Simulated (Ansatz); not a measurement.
# C3H4S (SMILES C#CCS): a rigid scan of the bond length C1–C2

One table from this session's results is given with a row withheld; the runs are named, their logs left out.

The runs use Ansatz 0.2.0, Gaussian basis; single points in def2-TZVPP.

Levels: PBE-D4, r2SCAN-D4, PBE0-D4, B3LYP-D4, wB97M-V, Hartree-Fock, MP2, CCSD, CCSD(T). The scan takes 1.031, 1.067, 1.118, 1.179, 1.246, 1.318, 1.394, 1.475, 1.559 Å.

Cores are frozen in the correlated methods. B3LYP uses VWN-RPA correlation.

20 further runs of the same task are left out: 20 set aside as unsound or not needed.

### Starting geometry

The minimum, relaxed at PBE0-D4: SMILES `C#CCS`, 8 atoms, charge 0, spin multiplicity 1.

Atoms are counted from 1 here; the program's logs count them from 0.

Bond lengths: C1–C2 1.199 Å, C1–H5 1.064 Å, C2–C3 1.446 Å, C3–S4 1.827 Å, C3–H6 1.092 Å, C3–H7 1.092 Å, S4–H8 1.343 Å. Angles: C2–C1–H5 179.7°, C1–C2–C3 179.2°, C2–C3–S4 109.4°, C2–C3–H6 109.9°, C2–C3–H7 109.9°, S4–C3–H6 109.4°, S4–C3–H7 109.4°, H6–C3–H7 108.7°, C3–S4–H8 95.6°.

Geometry (Å):

```xyz
8
C3H4S
C    -0.8599    1.5471   -1.1047
C    -0.2472    0.7623   -0.4362
C     0.4787   -0.1974    0.3657
S    -0.3938   -1.8024    0.3272
H    -1.4000    2.2473   -1.6968
H     0.5462    0.1545    1.3971
H     1.4889   -0.3237   -0.0286
H     0.4793   -2.4449    1.1204
```

Energies of the minimum (eV), from earlier single points: PBE-D4 -14002.16398, r2SCAN-D4 -14008.22053, PBE0-D4 -14003.31569, B3LYP-D4 -14011.86535, wB97M-V -14008.94353, CCSD(T) -13991.08373.

At the minimum the bond length C1–C2 is 1.199 Å.

Set-up of the first run:

The input, ccsdt-tzvpp/in.yaml:

```yaml
crystal:
  periodic: [false, false, false]
  atoms:
    - {symbol: C, position_ang: [-0.859924, 1.547080, -1.104745]}
    - {symbol: C, position_ang: [-0.333169, 0.872413, -0.530016]}
    - {symbol: C, position_ang: [0.392686, -0.087291, 0.271905]}
    - {symbol: S, position_ang: [-0.479738, -1.692242, 0.233427]}
    - {symbol: H, position_ang: [-1.400028, 2.247325, -1.696825]}
    - {symbol: H, position_ang: [0.460216, 0.264666, 1.303240]}
    - {symbol: H, position_ang: [1.402945, -0.213589, -0.122446]}
    - {symbol: H, position_ang: [0.393314, -2.334799, 1.026577]}
basis:
  gaussian: {orbitals: def2-TZVPP}
correlation: {method: ccsd_t}
```

The command line of these runs was not kept.

Steps of the session up to this table: C1–C2 = 1.031 Å; C1–C2 = 1.067 Å; C1–C2 = 1.118 Å; C1–C2 = 1.179 Å; C1–C2 = 1.246 Å; C1–C2 = 1.318 Å; C1–C2 = 1.394 Å; C1–C2 = 1.475 Å; C1–C2 = 1.559 Å.

One of the session's tables, all rows but one given; the rest of the session is left out.

Energies less that of the minimum at the same level (meV):

| bond length (Å) | PBE-D4 | PBE0-D4 | B3LYP-D4 | wB97M-V | Hartree-Fock |
| --- | --- | --- | --- | --- | --- |
| 1.031 | 2326 | 2147 | 2118 | 2111 | 1840 |
| 1.067 | 1375 | 1231 | 1212 | 1202 | 980 |
| 1.118 | ? | ? | ? | ? | ? |
| 1.179 | 47 | 23 | 22 | 18 | -20 |
| 1.199 (minimum) | 0 | 0 | 0 | 0 | 0 |
| 1.246 | 52 | 108 | 109 | 120 | 212 |
| 1.318 | 468 | 615 | 609 | 647 | 893 |
| 1.394 | 1203 | 1452 | 1431 | 1505 | 1926 |
| 1.475 | 2186 | 2547 | 2503 | 2625 | 3243 |
| 1.559 | 3314 | 3794 | 3720 | 3901 | 4731 |

Q: Estimate the row for bond length (Å) = 1.118 from the others.

Worked estimate for «PBE-D4». A straight line through the neighbours (1.067, 1375) and (1.179, 47) gives 1375 + (47 − 1375) × (1.118 − 1.067) / (1.179 − 1.067) = 770; a parabola fitted to 4 rows on both sides gives 549.

**Answer.** PBE-D4: 511; PBE0-D4: 419; B3LYP-D4: 411; wB97M-V: 400; Hartree-Fock: 257. In «PBE-D4» the line misses by +259 and the parabola by +38.
